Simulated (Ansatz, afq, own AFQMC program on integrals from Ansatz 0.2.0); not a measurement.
AFQMC on a folder of integrals that Ansatz 0.2.0 wrote.

```yaml
crystal:
  periodic: [false, false, false]
  atoms:
    - {symbol: N, position_ang: [0.000000, 0.000000, 0.659988]}
    - {symbol: C, position_ang: [0.000000, 0.000000, -1.001044]}
    - {symbol: H, position_ang: [0.000000, 1.107061, 1.378546]}
    - {symbol: H, position_ang: [0.000000, -1.107061, 1.378546]}
basis:
  gaussian: {orbitals: cc-pVDZ}
magnetization: {spin_polarized: true, initial_magnetization: 1}
correlation: {method: ccsd_t, electrons: outside_noble_gas, hamiltonian_folder: ham}
```

```sh
$ ansatz run in.yaml --threads 1 --pin off --events-out ev --progress --plain --max-ram 1382MiB
```

Options of the walk:

```
--method phaseless --trial cisd --walkers 60 --populations 1 --least-time 40 --time-step 0.005 --steps-per-block 50 --equilibration-blocks 40 --max-blocks 300 --target-error 0.0008 --factor-cut 1e-05 --start spin_pure --seed 9261 --release-times 0.24,0.51,0.99,1.62,2.4 --release-step 0.03 --release-every 4 --taylor-order 6
```

Times are imaginary, in 1/Eh. The walk had a cap of 1172 s.

```
orbitals 36  electrons 6 5  factors 265 of 361
reference energy -93.21418605 Eh
CCSD correlation -0.31490415 Eh in 16 cycles, weight of the determinant in the CISD state 0.8312
energy of the start -93.526168 Eh
 block  time / (1/Eh)  mean weight  energy / Eh
     1     0.250  1.0016  -93.522195
     2     0.500  1.0004  -93.524877
     3     0.750  0.9995  -93.535601
     4     1.000  0.9966  -93.531707
     5     1.250  0.9992  -93.536460
     8     2.000  1.0002  -93.537239
    17     4.250  0.9995  -93.540477
    41    10.250  1.0012  -93.539836
    65    16.250  1.0016  -93.565723
    89    22.250  0.9998  -93.546143
    97    24.250  0.9975  -93.574048
   113    28.250  1.0015  -93.541843
   137    34.250  1.0026  -93.542311
   161    40.250  1.0026  -93.539294
   185    46.250  0.9994  -93.551796
   209    52.250  1.0008  -93.550162
   225    56.250  1.0005  -93.529823
   233    58.250  1.0025  -93.539786
   257    64.250  0.9998  -93.559031
   281    70.250  0.9997  -93.555171
   305    76.250  1.0013  -93.569825
   329    82.250  1.0000  -93.532532
   337    84.250  0.9998  -93.543328
blocks merged  error / Eh  count
     1  0.000685  300
     2  0.000834  150
     4  0.001035  75
     8  0.001205  37
    16  0.001262  18
    32  0.001003  9
released: time / (1/Eh)  energy / Eh  error  mean overlap
  0.24  -93.547739  0.001442  0.9965
  0.51  -93.547412  0.001101  1.0046
  0.99  -93.546706  0.000949  1.0184
  1.62  -93.547660  0.001498  1.0081
  2.40  -93.551622  0.001758  0.9553
energy -93.548000 +/- 0.001262 Eh
(rows thinned)
```

Problem. Estimate how long the walk took on 1 thread of Intel(R) Xeon(R) 6975P-C (Granite Rapids), on a shared host.

Solution. 5.4 min of wall time.

The run passed its tests (sampling time, drift between the halves within three errors, error under three times the target), which doesn't prove that it has relaxed.

Against this walk (error 34.4 meV) on the same determinant: CCSD(T) 81.2 meV higher, CCSDT(Q) 28.1 meV lower (within the noise). The error is statistical and leaves out the bias of the constraint. None of these is a sure reference here. The released energies are still falling (meV from the phaseless value at times in 1/Eh: 7 ± 39 at 0.24, 16 ± 30 at 0.51, 35 ± 26 at 0.99, 9 ± 41 at 1.62, -99 ± 48 at 2.40), so they give no level.

Cautions: constraint bias not in the error; error above the target (34.4 against 21.8 meV); higher spins were not checked; raised T1 diagnostic (T1 0.041, weight of the determinant 0.83, largest double 0.10); unrestricted determinant slightly spin contaminated (⟨S²⟩ 0.82 against 0.75); the bias of populations of 60 walkers isn't removed.

CCSDT and higher add their correlation energy to the determinant of the CCSD(T) run, since their own runs factorise the integrals more tightly (a shift of under 2 meV). A walk keeps the symmetry of its determinant, which the program's search chose and which needn't be the lowest solution, so a lower state of the same spin and another symmetry isn't excluded.
